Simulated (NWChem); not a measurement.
# NaCl; SMILES [Cl][Na]

All runs: NWChem. Each level has its own optimisation; frequencies are unscaled.

### Question
Taking B3LYP/def2-TZVPD as the yardstick, which of these has the fewest basis functions while keeping “highest harmonic frequency (cm⁻¹)” within 10 cm⁻¹ of it: B3LYP/def2-SVPD; B3LYP/def2-SVP; B3LYP/def2-TZVPP; B3LYP/def2-TZVP; B3LYP/STO-3G?

### Answer
B3LYP/def2-SVPD.
```json
[
 {"level": "B3LYP/STO-3G", "basis functions": "18", "highest harmonic frequency (cm⁻¹)": "527", "relative time (rough)": "1"},
 {"level": "B3LYP/def2-SVP", "basis functions": "33", "highest harmonic frequency (cm⁻¹)": "385", "relative time (rough)": "2"},
 {"level": "B3LYP/def2-SVPD", "basis functions": "45", "highest harmonic frequency (cm⁻¹)": "356", "relative time (rough)": "4"},
 {"level": "B3LYP/def2-TZVP", "basis functions": "69", "highest harmonic frequency (cm⁻¹)": "362", "relative time (rough)": "10"},
 {"level": "B3LYP/def2-TZVPP", "basis functions": "74", "highest harmonic frequency (cm⁻¹)": "362", "relative time (rough)": "10"},
 {"level": "B3LYP/def2-TZVPD", "basis functions": "81", "highest harmonic frequency (cm⁻¹)": "359", "relative time (rough)": "20"}
]
```

The yardstick is one finite set, not the basis-set limit.
